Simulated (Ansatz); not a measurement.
## fcc Pt

Calculation: LDA (Ansatz, a first-principles code, PAW).

Numerical settings: plane-wave cutoff 520 eV, 24×24×24 k mesh, Fermi–Dirac smearing 0.05 eV, scalar-relativistic PAW data made under PBE.

Cell (relaxed at this level):

```xyz
1
Lattice="0.0000 1.9470 1.9470 1.9470 0.0000 1.9470 1.9470 1.9470 0.0000" Properties=species:S:1:pos:R:3 pbc="T T T"
Pt     0.0000     0.0000     0.0000
```

```
Item                                                Value
------------------------------------------  -------------
bulk modulus                                      307 GPa
band gap                                    zero (no gap)
pressure derivative B′ of the bulk modulus            5.3
```

Measured, for comparison: bulk modulus 289 GPa (corrected for temperature and zero-point phonon effects; as tabulated in Levämäki et al. (2014), arXiv:1402.3671). Computed (rounded) less measured: bulk modulus +6 %.

Spin–orbit coupling is not included.

Computing time: around 40 core-seconds (rough).
